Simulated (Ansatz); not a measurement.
## Structure relaxation of Sr3CaY

All numbers below come from DFT PBE, scalar-relativistic, plane waves, PAW (Ansatz 0.2.0). Cutoff 420 eV, Γ-centred k mesh, Gaussian smearing, no spin polarisation in the final step.

Sr3CaY was placed on the cubic perovskite structure type (Pm-3m, No. 221), with Ca in place of Sr, Y in place of Ti, Sr in place of O, at a guessed volume.

```
Sr Ca Y
1.0
     5.25038    0.00000    0.00000
     0.00000    5.25038    0.00000
     0.00000    0.00000    5.25038
Sr Ca Y
3 1 1
Direct
  0.00000 0.50000 0.50000
  0.50000 0.00000 0.50000
  0.50000 0.50000 0.00000
  0.00000 0.00000 0.00000
  0.50000 0.50000 0.50000
```

Steps on the 4×4×4 mesh (5 atoms). 9 of 9 steps are shown, and the free energy counts from the last. Trial steps that were taken back and renewals of the plane-wave basis can be among the rows.

```csv
step,ΔF (meV/atom),V (Å³/atom),P (GPa)
1,789.1,28.95,17.43
2,421.2,33.39,9.85
3,198.1,38.27,5.27
4,73.5,43.60,2.50
5,19.7,49.40,0.60
6,15.3,51.55,0.05
7,2.9,51.55,0.43
8,0.0,53.33,0.09
9,0.0,53.33,0.09
```

A final relaxation ran on a 6×6×6 mesh. The relaxed crystal, Pm-3m (No. 221):

```
Sr Ca Y
1.0
     6.44014    0.00000    0.00000
     0.00000    6.44014    0.00000
     0.00000    0.00000    6.44014
Sr Ca Y
3 1 1
Cartesian
  0.0000 3.2201 3.2201
  3.2201 0.0000 3.2201
  3.2201 3.2201 0.0000
  0.0000 0.0000 0.0000
  3.2201 3.2201 3.2201
```

```json
{"Volume per atom": "53.42 Å³", "Density": "2.44 g/cm³", "Energy over the elements": "0.66 eV/atom", "Gap on the 6×6×6 mesh": "0 eV (a metal)"}
```

The zero of energy is the elements' standard structures at the same level; no fitted shifts are applied.

The final run used a 6×6×6 mesh on its 5-atom cell and 0.10 eV smearing. The k mesh leaves about 4 meV/atom of noise in metals.

Symmetry constrained the relaxation, so the result can be a saddle point.

Cost: 3 runs of about 1.1 core-minutes in all, on Arm Neoverse V1 (shared hosts).